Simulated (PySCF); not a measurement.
## Basis-set dependence of population analyses: `C=P(C)(C)C`

Compound: C4H11P.
Bonds: C1–P2 (double), P2–C3, P2–C4, P2–C5. Hydrogens: H6, H7 on C1; H8, H9, H10 on C3; H11, H12, H13 on C4; H14, H15, H16 on C5.

PBE0 throughout (PySCF), one geometry, spherical d and f functions. Geometry: PBE0-D3(BJ)/def2-SVP; no solvent, vibrations or thermal averaging. Atoms taken as equivalent share a column and are averaged.

Mulliken charges (e):

```
      basis  functions      C1      P2  C3/C4/C5   H6/H7  H8 (×9)
   pcSseg-0         71  -0.951  +1.029    -0.963  +0.210   +0.266
    cc-pVDZ        129  -0.375  +0.210    -0.180  +0.029   +0.072
aug-cc-pVDZ        218  +0.562  +0.133    +0.588  -0.454   -0.172
   IGLO-III        294  -0.653  +0.782    -0.540  +0.076   +0.149
    cc-pVTZ        308  -0.625  +0.425    -0.334  +0.100   +0.111
```

IAO charges (e):

```csv
basis,functions,C1,P2,C3/C4/C5,H6/H7,H8 (×9)
pcSseg-0,71,-0.899,+1.079,-0.649,+0.136,+0.166
cc-pVDZ,129,-0.960,+1.233,-0.654,+0.138,+0.157
aug-cc-pVDZ,218,-0.996,+1.236,-0.664,+0.148,+0.162
IGLO-III,294,-1.007,+1.281,-0.679,+0.149,+0.163
cc-pVTZ,308,-0.995,+1.267,-0.676,+0.146,+0.163
```

Hirshfeld charges (e):

| basis | functions | C1 | P2 | C3/C4/C5 | H6/H7 | H8 (×9) |
| --- | --- | --- | --- | --- | --- | --- |
| pcSseg-0 | 71 | -0.369 | +0.428 | -0.151 | +0.007 | +0.042 |
| cc-pVDZ | 129 | -0.356 | +0.371 | -0.154 | +0.008 | +0.048 |
| aug-cc-pVDZ | 218 | -0.351 | +0.367 | -0.167 | +0.009 | +0.052 |
| IGLO-III | 294 | -0.345 | +0.364 | -0.165 | +0.008 | +0.051 |
| cc-pVTZ | 308 | -0.351 | +0.359 | -0.163 | +0.010 | +0.051 |

Some averages cover members that differ in this geometry, most widely: C3/C4/C5, Mulliken in aug-cc-pVDZ +0.555 to +0.652; H8 (×9), Mulliken in aug-cc-pVDZ -0.229 to -0.150; C3/C4/C5, IAO in pcSseg-0 -0.684 to -0.632; H8 (×9), Mulliken in pcSseg-0 +0.239 to +0.284 e.

**Question.** Which scheme is steadiest as the basis changes?

**Answer.** Largest range over the bases for any column: Hirshfeld 0.07 e, IAO 0.20 e, Mulliken 1.55 e. Hirshfeld charges move least and Mulliken charges most, counted in e.

**Question.** How much do the charges still move between the two largest bases, IGLO-III and cc-pVTZ?

**Answer.** At most, over all atoms: Mulliken 0.357 e, IAO 0.014 e, Hirshfeld 0.006 e.

**Question.** What do the same runs give for the total energy, the frontier levels and the dipole moment?

**Answer.** 
| basis | energy (Eh) | HOMO (eV) | LUMO (eV) | μ (D) |
| --- | --- | --- | --- | --- |
| pcSseg-0 | -499.2244 | -4.44 | 1.65 | 3.03 |
| cc-pVDZ | -500.0233 | -4.48 | 1.40 | 3.09 |
| aug-cc-pVDZ | -500.0392 | -4.77 | -0.29 | 3.32 |
| IGLO-III | -500.1121 | -4.84 | 0.40 | 3.24 |
| cc-pVTZ | -500.1020 | -4.73 | 0.81 | 3.14 |

The dipole is fixed by the density alone, so its range of 0.29 D shows that the density itself changes with the basis, not only its division among atoms.
